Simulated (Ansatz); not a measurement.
**AlCO+ (triplet): from Hartree-Fock to the top rungs, cc-pVDZ**

Aim: climb from Hartree-Fock through coupled cluster for AlCO+ (triplet) at one geometry and basis, and see what each rung misses.

The runs use Ansatz 0.2.0, Gaussian basis; cc-pVDZ, core rule «outside noble gas», up to 7 orbitals frozen.

The runs, in order: UHF; CCSD(T) on ROHF; CCSD(T) on UHF; BCCD(T) on ROHF; CISD; CCSDT(Q) on ROHF; CCSDT(Q) on UHF.

28 further runs of the same task are left out: 2 for a known fault of the program, 8 that didn't finish, 18 set aside as unsound or not needed.

### Step 1. What is computed

The geometry is a PBE0/def2-TZVP stationary point (not a proven minimum) of the parent state, kept for this charge and spin.

3 atoms, charge 1, spin multiplicity 3.

Atoms are counted from 1 here; the program's logs count them from 0.

Bond lengths: Al1–C2 1.847 Å, C2–O3 1.158 Å. Angles: Al1–C2–O3 180.0°.

### Step 2. UHF

Contents of in.yaml:

```yaml
crystal:
  periodic: [false, false, false]
  atoms:
    - {symbol: Al, position_ang: [0.000000, 0.000000, 1.617200]}
    - {symbol: C, position_ang: [0.000000, 0.000000, -0.229400]}
    - {symbol: O, position_ang: [0.000000, 0.000000, -1.387800]}
basis:
  gaussian: {orbitals: cc-pVDZ}
total_charge: 1
magnetization: {spin_polarized: true, initial_magnetization: 2}
hamiltonian: {xc: hf}
output: {orbitals: {seedname: orbitals}}
```

The run is started by

```console
$ ansatz run in.yaml --threads 1 --pin off --events-out ev --progress --plain --max-ram 2393MiB
```

Further steps of the session: CCSD(T) on ROHF; CCSD(T) on UHF; BCCD(T) on ROHF; CISD; CCSDT(Q) on ROHF; CCSDT(Q) on UHF.

Q: Predict the results of all the runs planned. Wanted: UCCSDT(Q) below the RHF energy; RMP2 from UCCSDT(Q); UMP2 from UCCSDT(Q); RCCSD from UCCSDT(Q); RCCSD(T) from UCCSDT(Q); UCCSD(T) from UCCSDT(Q); RCCSDT(Q) from UCCSDT(Q); T1 diagnostic.

**Answer**, as computed:

| quantity | value |
| --- | --- |
| UCCSDT(Q) below the RHF energy | -9.3646 eV |
| RMP2 from UCCSDT(Q) | +590.0 meV |
| UMP2 from UCCSDT(Q) | +622.8 meV |
| RCCSD from UCCSDT(Q) | +440.3 meV |
| RCCSD(T) from UCCSDT(Q) | +64.1 meV |
| UCCSD(T) from UCCSDT(Q) | +65.7 meV |
| RCCSDT(Q) from UCCSDT(Q) | +6.6 meV |
| levels within 1 kcal/mol (43 meV) | RCCSDT(Q) |
| T1 diagnostic | 0.025 |

In words: RCCSD(T) lands +64.1 meV from the yardstick (0.7 % of the correlation energy). These misses are within one basis, not against nature; the frozen cores of restricted and unrestricted runs differ, which can shift their rows.
